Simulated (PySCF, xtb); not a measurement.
ethanethiol (C₂H₆S), SMILES CCS.

xtb with GFN2-xTB at its own geometry gives an orbital gap of 4.56 eV and a dipole moment of 2.48 D.

Geometry optimised at B3LYP-D3(BJ)/def2-TZVP. One conformer was computed; it need not be the lowest.

Task: What does PBE/def2-TZVPD (PySCF) give? (The exact figures need the calculation; the answer reports its results.)

Result: gap 4.86 eV (levels -5.58 and -0.72 eV), dipole 1.67 D.
